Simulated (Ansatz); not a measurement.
# SiPO+ (triplet): from Hartree-Fock to the top rungs, def2-TZVPP

One table from this session's results is given with a row withheld; the runs are named, their logs left out.

The runs use Ansatz 0.2.0, Gaussian basis; def2-TZVPP, core rule «outside noble gas», up to 11 orbitals frozen.

The runs, in order: UHF; ROHF; CCSD(T) on UHF.

2 further runs of the same task are left out: 2 set aside as unsound or not needed.

### The system

The geometry is a PBE0/def2-TZVP stationary point (not a proven minimum) of the parent state, kept for this charge and spin.

3 atoms, charge 1, spin multiplicity 3.

Atoms are counted from 1 here; the program's logs count them from 0.

Bond lengths: P1–O2 1.620 Å, O2–Si3 1.627 Å. Angles: P1–O2–Si3 180.0°.

As a file:

```
P     0.00000    0.00000   -1.62210
O     0.00000    0.00000   -0.00260
Si    0.00000    0.00000    1.62470
```

Set-up of the first run:

The input, in.yaml:

```yaml
crystal:
  periodic: [false, false, false]
  atoms:
    - {symbol: P, position_ang: [0.000000, 0.000000, -1.622100]}
    - {symbol: O, position_ang: [0.000000, 0.000000, -0.002600]}
    - {symbol: Si, position_ang: [0.000000, 0.000000, 1.624700]}
basis:
  gaussian: {orbitals: def2-TZVPP}
total_charge: 1
magnetization: {spin_polarized: true, initial_magnetization: 2}
hamiltonian: {xc: hf}
output: {orbitals: {seedname: orbitals}}
```

Launch:

```bash
$ ansatz run in.yaml --threads 1 --pin off --events-out ev --progress --plain --max-ram 4096MiB --backend cpu
```

Among the steps run: UHF; ROHF; CCSD(T) on UHF.

One table of the session follows, with a row left open; its other results are not shown here.

It belongs to the step «Misses and costs». 

```
  method  from UCCSD(T) (kJ/mol)
    ROHF                 +1178.5
     UHF                 +1159.2
    UMP2                  +119.8
   UCCSD                       ?
UCCSD(T)                       0
```

Estimate the missing values for UCCSD.

As computed: from UCCSD(T) (kJ/mol): +52.0. In the column «from UCCSD(T) (kJ/mol)» it lies between UCCSD(T) (0) and UMP2 (+119.8).
